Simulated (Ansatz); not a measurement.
Geometry optimisation, RHF/def2-mTZVP in Ansatz.

Input file:

```yaml
crystal:
  periodic: [false, false, false]
  atoms:
    - { symbol: Si, position_ang: [0.0, 0.0, 0.0] }
    - { symbol: O, position_ang: [0.0, 0.0, 1.68] }
    - { symbol: H, position_ang: [-0.9095, -0.2814, 2.0171] }
    - { symbol: H, position_ang: [1.3768, 0.0, -0.4862] }
    - { symbol: H, position_ang: [-0.6877, 1.1914, -0.4862] }
    - { symbol: H, position_ang: [-0.6877, -1.1914, -0.4862] }
basis:
  gaussian: { orbitals: def2-mTZVP }
hamiltonian:
  xc: hf
relax:
  f_tol: 0.02
  max_steps: 40
output:
  orbitals: {}
```

Launched with:

```bash
$ ansatz run input.yaml --threads 1 --pin off --max-ram 2048MiB --backend cpu --events-out ev --progress --plain --runs-dir out
```

Problem. Where does it end, and by what steps?

Solution. The forces met the threshold. After 4 steps the energy has fallen by 0.177 eV; H3 moved furthest, 0.16 Å.

```csv
step,energy less start (eV),largest force component (eV/Å),accepted
0,0.0000,2.922,yes
1,-0.1365,0.954,yes
2,-0.1639,0.453,yes
3,-0.1761,0.114,yes
4,-0.1771,0.008,yes
```

```xyz
6
Properties=species:S:1:pos:R:3
Si -0.022 -0.024 -0.001
O -0.025 -0.096 1.635
H -0.843 -0.156 2.101
H 1.386 0.018 -0.417
H -0.722 1.180 -0.489
H -0.683 -1.204 -0.591
```

Whether the end is a true minimum wasn't checked by a vibrational analysis.

The run took 2.8 s on 1 thread of Intel(R) Xeon(R) 6975P-C (Granite Rapids), on a shared host, peak memory 0.11 GiB.
